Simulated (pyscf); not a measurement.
# Atom transfer: H₂N–B(Cl)–Cl + H atom (H•) → [H₂N–B–Cl]• + hydrogen chloride (HCl)

Gas phase, doublet surface, charge 0. Bonds broken: B2–Cl3. Bonds formed: Cl3–H7. Structures and frequencies: ωB97X-D3(BJ)/def2-SVP in PySCF. MP2 and CC: frozen core, UHF for open shells. ΔMP2 is the change of the MP2 total energy from the triple- to the quadruple-zeta basis.

Transition state (Å):

```xyz
7

N     -0.7468     0.9066     0.6356
B     -1.3445    -0.0016    -0.2165
Cl     0.0565    -1.4217    -1.1364
Cl    -3.0589    -0.0615    -0.5706
H      0.2521     0.8970     0.8047
H     -1.2601     1.6260     1.1350
H      1.0595    -2.3063    -1.6889
```

One imaginary mode, 544i cm⁻¹; descent along it reached the two sides named.

| bond | change | reactant side (Å) | saddle | product side |
|---|---|---|---|---|
| B2–Cl3 | breaks | 1.768 | 2.197 | 4.5 |
| Cl3–H7 | forms | 3.6 | 1.447 | 1.284 |

Electronic energies relative to the separated reactants (kJ/mol):

```
level                             barrier  reaction energy  reverse barrier
--------------------------------  -------  ---------------  ---------------
ωB97X-D3(BJ)/def2-TZVP              123.8            +78.9             45.0
PBE/def2-TZVP                        80.6            +64.4             16.2
r²SCAN/def2-TZVP                     82.8            +58.3             24.5
B3LYP-D3(BJ)/def2-TZVP               89.1            +58.9             30.3
PBE0-D3(BJ)/def2-TZVP                99.5            +71.2             28.4
M06-2X/def2-TZVP                    115.3            +66.9             48.3
ωB97M-D3(BJ)/def2-TZVP              120.5            +75.3             45.1
HF/def2-TZVP                        173.5            +64.1            109.4
MP2/def2-QZVPP                      138.8            +84.7             54.1
CCSD/def2-TZVPP                     121.8            +57.7             64.1
CCSD(T)/def2-TZVPP                  118.2            +63.3             54.9
CCSD(T)/def2-TZVPP + ΔMP2(QZVPP)    114.0            +63.6             50.4
```

With CCSD(T)/def2-TZVPP + ΔMP2(QZVPP) energies and thermal terms (ideal gas, 1 atm, RRHO with modes under 100 cm⁻¹ raised to 100, one conformer, R ln 2 for chiral ones without a mode under 150 cm⁻¹), in kJ/mol:

```tsv
T (K)	ΔH‡	ΔG‡	ΔH	ΔG
298	115.5	139.3	+72.4	+57.4
600	113.2	164.4	+69.0	+43.5
900	111.4	190.3	+65.0	+31.6
1200	109.8	216.9	+61.1	+21.1
```

One saddle was located; it need not be the lowest between these sides. The angle at the transferred Cl is 176°. The CCSD(T) − MP2 part came from Ansatz, without density fitting, on the same reference.
